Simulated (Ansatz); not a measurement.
**CH2N− (SMILES C=[N-]): single points off equilibrium**

The task here is to estimate one member of a computed series from the others.

Method: single points in def2-TZVPPD; program: Ansatz 0.2.0, Gaussian basis.

Correlated methods freeze the cores.

## Starting geometry

SMILES `C=[N-]`, 4 atoms, charge -1, spin multiplicity 1.

Atoms are counted from 1 here; the program's logs count them from 0.

Bond lengths: C1–N2 1.198 Å, C1–H3 1.150 Å, C1–H4 1.288 Å. Angles: N2–C1–H3 130.9°, N2–C1–H4 126.8°, H3–C1–H4 102.1°.

Coordinates:

```xyz
4

C     0.02390    0.04810    0.05020
N     0.78120    0.61900    0.78160
H    -0.89150    0.42940   -0.53270
H     0.11380   -1.17080   -0.35610
```

Set-up of the first run:

run/in.yaml

```yaml
crystal:
  periodic: [false, false, false]
  atoms:
    - {symbol: C, position_ang: [0.023900, 0.048100, 0.050200]}
    - {symbol: N, position_ang: [0.781200, 0.619000, 0.781600]}
    - {symbol: H, position_ang: [-0.891500, 0.429400, -0.532700]}
    - {symbol: H, position_ang: [0.113800, -1.170800, -0.356100]}
basis:
  gaussian: {orbitals: "def2-TZVPPD.json"}
total_charge: -1
correlation: {method: ccsd_t}
output: {forces: true}
```

The basis file named in the input lies beside it (Basis Set Exchange, JSON).

No record of the launch command was kept for these runs.

Among the steps run: CCSD(T)/def2-TZVPPD; PBE0-D4/def2-TZVPPD; wB97M-V/def2-TZVPPD; r2SCAN-D4/def2-TZVPPD; PBE-D4/def2-TZVPPD; BLYP-D4/def2-TZVPPD; SPW92/def2-TZVPPD.

One of the session's tables, all rows but one given; the rest of the session is left out.

| method | RMS force component (eV/Å) | angle to CCSD(T) forces (°) |
| --- | --- | --- |
| CCSD(T) | 1.661 | reference |
| PBE0-D4 | ? | ? |
| wB97M-V | 1.253 | 8.7 |
| r2SCAN-D4 | 1.198 | 5.2 |
| PBE-D4 | 1.397 | 5.0 |
| BLYP-D4 | 1.374 | 4.5 |
| SPW92 | 1.137 | 7.8 |

**Question.** Estimate the row for PBE0-D4.

As computed: RMS force component (eV/Å): 1.209; angle to CCSD(T) forces (°): 8.4. In the column «RMS force component (eV/Å)» it lies between r2SCAN-D4 (1.198) and wB97M-V (1.253).

Caveats from the session: The anion's highest level is positive in at least one run, so there the basis alone may hold the extra electron.
